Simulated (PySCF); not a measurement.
## Unknown compound

An unknown has the formula C₄H₈F₂. Its calculated NMR data are:

1H NMR (600 MHz, computed): δ 6.05 (m, 1H), 1.80 (m, 1H), 1.08 (d, 6H).

13C{1H} NMR (computed): δ 124.8 (CH), 37.5 (CH), 16.2 (CH3).

Level of theory: shielding tensors at PBE0/pcSseg-1 (GIAO), structure optimised with GFN2-xTB, in PySCF 2.14 (no solvent, rapidly exchanging positions averaged, non-relativistic Hamiltonian, a single conformation).

References, each an isolated molecule treated in the same way: 1H (σ = 31.72 ppm) and 13C (σ = 186.93 ppm) vs TMS.

Task: Deduce the structure.

Result: 
1. The formula gives 0 degrees of unsaturation.
2. 3 carbon signals for 4 carbons: some carbons are equivalent by symmetry or fast rotation.
3. Carbon types of the structure: 2 × CH, 2 × CH3, which accounts for all hydrogens.
4. δC 124.8: sp3 CH bonded to 2 F; 2 electronegative neighbours deshield it.
5. δC 37.5: sp3 CH; saturated and bonded to C and H only.
6. δC 16.2: methyl carbon; aliphatic region, no heteroatom directly attached.
7. δH 6.05: hydrogen on an sp3 CH bonded to 2 F; its carbon carries F, which withdraws density.
8. δH 1.80: hydrogen on an sp3 CH.
9. δH 1.08: hydrogen on a methyl carbon; far from electronegative atoms and π systems.

The compound is `CC(C)C(F)F`.

The data come from this structure; uniqueness wasn't tested.

Splittings by 19F in the carbon and heteronuclear signals aren't shown, as no couplings were computed. Shifts are as computed. Against solution values, carbons near 30 ppm lie about +3 ppm off and those near 130 ppm about +5 ppm. Of 1211 compounds with measured shifts, 218 miss one by over three times the rms of a fit or turn the order of signals round; such compounds aren't used in these exercises. No couplings were computed; multiplicities are counted from neighbouring protons, with m where these are inequivalent, close in shift, in a saturated or five-membered ring or joined by F or P, and br s for small geminal =CH2 splittings.
